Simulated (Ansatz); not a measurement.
Ideal-gas functions of C3H2Cl2, SMILES `ClC1=CC1Cl` at 500 K and 1 bar, from an Ansatz frequency run at PBE0-D4/def2-TZVP.

Molar mass 108.95 g/mol, point group C1 (symmetry number 1), electronic degeneracy 1, moments of inertia 66.308, 307.293, 355.939 u Å². Harmonic wavenumbers (cm⁻¹, unscaled): 131, 308, 374, 491, 606, 688, 781, 930, 1029, 1055, 1225, 1293, 1809, 3152, 3309.

Use S(trans) = R[1.5 ln M + 2.5 ln T − 1.1517]; rotational temperatures θ = 24.2544 K / I; S(rot) = R[ln(√π/σ · √(T³/θAθBθC)) + 1.5]; for each mode x = 1.438777 ν̃/T, S = R[x/(eˣ − 1) − ln(1 − e⁻ˣ)] and H = RT x/(eˣ − 1); 1 cm⁻¹ = 0.0119627 kJ/mol; R = 8.31446 J/(mol·K).

Task: By hand: the entropy, in J/(mol·K).

Result: Translation 178.1. Rotation: θ = 0.3658, 0.0789, 0.0681 K, giving 120.6. Vibration, mode by mode: 16.48, 9.59, 8.09, 6.10, 4.67, 3.87, 3.14, 2.24, 1.79, 1.68, 1.14, 0.97, 0.28, 0.01, 0.01, in all 60.1. Electronic 0.0. Sum 358.8 J/(mol·K).

Task: By hand: H − E and G − E in kJ/mol, counted from the electronic energy.

Result: Zero-point energy ½ × 17181 × 0.0119627 = 102.8; thermal vibration 17.3; translation, rotation and pV give 4 RT = 16.6. H − E = 136.7 kJ/mol, and G − E = 136.7 − 500 × 358.8/1000 = -42.7 kJ/mol.

Vibration gives 17 % of the entropy, 16.5 J/(mol·K) of it from the mode under 150 cm⁻¹: soft modes count most, and the harmonic formula is weakest for them. The sum counts one conformer and one mirror image; others add a mixing term.
